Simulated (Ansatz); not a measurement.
Process, species as SMILES: P (PH3) → [PH2] (PH2) + H atom
B3LYP-D3(BJ)/def2-TZVP geometries, fixed; electronic energies without zero-point terms.

The bond dissociation energy at CCSD(T) with Ansatz (a quantum-chemistry and plane-wave program), in kcal/mol, split into its Hartree-Fock and correlation parts. Cores are frozen. Open shells are unrestricted. No added dispersion term, no relativity. Functions are those of the species that has most.

```
basis            X  functions  Hartree-Fock  CCSD(T)
---------------  -  ---------  ------------  -------
aug-cc-pV(D+d)Z  2         59         62.85    82.79
aug-cc-pV(T+d)Z  3        124         63.54    86.15
aug-cc-pV(Q+d)Z  4        227         63.69    87.14
```

Worked estimate of the basis-set limit from each neighbouring pair, with Hartree-Fock from the larger set and the correlation part extrapolated as X^-3.
Correlation parts: X = 2: 19.94, X = 3: 22.61, X = 4: 23.45.
- (2,3): (27·(22.61) - 8·(19.94))/19 = 23.73; with Hartree-Fock 63.54 the estimate is 87.27 kcal/mol.
- (3,4): (64·(23.45) - 27·(22.61))/37 = 24.06; with Hartree-Fock 63.69 the estimate is 87.75 kcal/mol.
The last two estimates differ by 0.48 kcal/mol; the largest set lies 0.61 from the last. Over the last step Hartree-Fock moves by 0.15 and the correlation part by 0.84.
